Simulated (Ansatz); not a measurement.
Total energies of CH₆SSi, SMILES `CS[SiH3]`.

```
atom    x (Å)    y (Å)    z (Å)
  C1  -1.0292  -0.6883   0.8880
  S2   0.4798   0.2735   1.1990
 Si3   1.0348   0.6895  -0.8088
  H4  -1.7746  -0.0906   0.3634
  H5  -1.4271  -0.9727   1.8616
  H6  -0.8088  -1.5918   0.3196
  H7   2.2806   1.4915  -0.7412
  H8  -0.0302   1.4552  -1.5115
  H9   1.2746  -0.5664  -1.5701
```

The species carries charge 0 and has multiplicity 1. All single points use the PBE0-D4/def2-TZVP geometry. Basis def2-TZVPP, Ansatz.

RPA on PBE orbitals: Hartree–Fock energy of these orbitals -727.84069 Eh, correlation -0.87821 Eh (frozen core).

```
 functional  energy without D4 (Eh)  D4 term (kJ/mol)
LDA (SPW92)              -726.50087                 –
        PBE              -729.06343             -17.0
     revPBE              -729.30538             -51.5
       BLYP              -729.41261             -37.7
     r2SCAN              -729.36969              -4.0
     B97M-V              -729.27719                 –
       PBE0              -729.13720             -14.3
      B3LYP              -729.49789             -27.6
    r2SCAN0              -729.35982              -4.7
      BHLYP              -729.42265             -21.6
    LC-ωPBE              -729.22532                 –
    ωB97X-V              -729.33485                 –
     B2PLYP              -729.15985                 –
   PBE-QIDH              -728.96247                 –
```

Give the same for r2SCANh, HSE06 (plane-wave form), CAM-B3LYP, ωB97M-V. (An estimate is asked.)

The calculation gave: 
| functional | energy without D4 (Eh) | D4 term (kJ/mol) |
| --- | --- | --- |
| r2SCANh | -729.36545 | -4.2 |
| HSE06 (plane-wave form) | -729.12015 | -13.3 |
| CAM-B3LYP | -729.44108 | -14.5 |
| ωB97M-V | -729.37128 | – |

B3LYP takes the VWN-RPA correlation (the form of Gaussian; ORCA's B3LYP/G). HSE06 is the plane-wave form, built on full-range PBE exchange. The double hybrids freeze the cores in their second-order part.

LC-ωPBE has ω = 0.4 bohr⁻¹.
